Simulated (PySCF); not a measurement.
# TDDFT beside published excitation energies

Published values to compare with (the computed states carry no symmetry labels, so the two lists aren't matched line by line):

```csv
state,E (eV),f,kind of transition,source
3B2(π→π*),3.44,,vertical absorption,[1]
1B2(π→π*),4.82,0.755,vertical absorption,[1]
```

[1] computed, theoretical best estimate (aug-cc-pVTZ, frozen core, CC3 geometry), gas; Veril, Scemama, Caffarel, Lipparini, Boggio-Pasqua, Jacquemin, Loos, WIREs Comput. Mol. Sci. 2021, 11, e1517 (QUESTDB)

Species: streptocyanine-3, C3H7N2 (charge +1).
Numbering: `[NH2:1]/[CH:2]=[CH:3]/[CH:4]=[NH2+:5]` (hydrogens: H6, H7 on N1; H8 on C2; H9 on C3; H10 on C4; H11, H12 on N5)

Geometry (GFN2-xTB, Å), atoms numbered from 1 in this order:
```xyz
12
C3H7N2 angstrom
N      2.1837    0.3140   -0.9238
C      0.8773    0.1929   -0.9006
C      0.1320   -0.0193    0.2449
C     -1.2452   -0.1387    0.2046
N     -2.0042   -0.3405    1.2559
H      2.6870    0.4684   -1.7846
H      2.7253    0.2544   -0.0718
H      0.3674    0.2676   -1.8543
H      0.6391   -0.0941    1.1968
H     -1.7536   -0.0636   -0.7497
H     -3.0068   -0.4207    1.1769
H     -1.6008   -0.4211    2.1797
```

Method: TDDFT B3LYP/def2-SVPD, vertical, gas phase, core orbitals frozen in the response in PySCF 2.14.0, density-fitted response routines.

Computed singlets: 5.24 eV (f 0.721); 6.97 eV (f 0.000); 6.99 eV (f 0.000); 7.02 eV (f 0.000); 7.18 eV (f 0.020); 7.67 eV (f 0.000); 8.26 eV (f 0.031); 8.28 eV (f 0.000). Computed triplets (Tamm–Dancoff): 3.08, 5.68, 6.25 eV.

Task: How does the lowest computed triplet compare with the best estimate listed for the lowest triplet (vertical absorption)?

Result: 3.08 eV against 3.44 eV for 3B2(π→π*) [1]: a difference of -0.36 eV. Geometry and basis of the two calculations needn't be the same.

One conformer stands for the species.
